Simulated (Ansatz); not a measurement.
# Sb (Sb, A7 rhombohedral): the cost of one run

Computed with Ansatz 0.2.0 (DFT PBE, plane waves with PAW, scalar-relativistic, unless a step says otherwise).

## (1) Starting point

The structure is trigonal, space group R-3m (No. 166). The conventional cell has a = 4.376 Å, b = 4.376 Å, c = 11.530 Å, α = 90.00°, β = 90.00°, γ = 120.00°. Around Sb (site symmetry 3m) lie 3 Sb at 2.95 Å.

Coordinates:

```
CELL_PARAMETERS angstrom
2.18790 1.26319 3.84317
-2.18790 1.26319 3.84317
0.00000 -2.52637 3.84317
ATOMIC_POSITIONS crystal
Sb 0.23268 0.23268 0.23268
Sb 0.76732 0.76732 0.76732
```

## (2) With a width of 0.01 eV

The run at 0.01 eV.

input.yaml reads:

```yaml
crystal:
  lattice:
    - [2.1879029667, 1.2631863668, 3.8431731385]
    - [-2.1879029667, 1.2631863668, 3.8431731385]
    - [0.0, -2.5263727336, 3.8431731385]
  atoms:
    - { symbol: Sb, position: [0.2326795448, 0.2326795448, 0.2326795448] }
    - { symbol: Sb, position: [0.7673204552, 0.7673204552, 0.7673204552] }
hamiltonian:
  xc: pbe
  pseudopotentials:
    kind: paw
    azcp:
      Sb: "pseudopotentials/Sb.paw.azcp"
basis:
  ecutwfc: 420
  fft_grid_basis: typed
kpoints:
  mp_grid: { grid: [9, 9, 9], shift: [0, 0, 0] }
magnetization:
  spin_polarized: false
scf:
  occupations: { method: methfessel_paxton, width: 0.01 }
  lower_state_search: "off"
output:
  stress: true
```

Launch:

```sh
$ ansatz run input.yaml --threads 1 --pin off --max-ram 3584MiB --backend cpu --events-out ev --progress --plain --runs-dir out
```

What time and memory should one allow on 1 thread of Intel Xeon Platinum 8259CL at 2.50GHz (Skylake/Cascade Lake), shared host?

About 6.1 s, with a peak of 0.55 GiB.
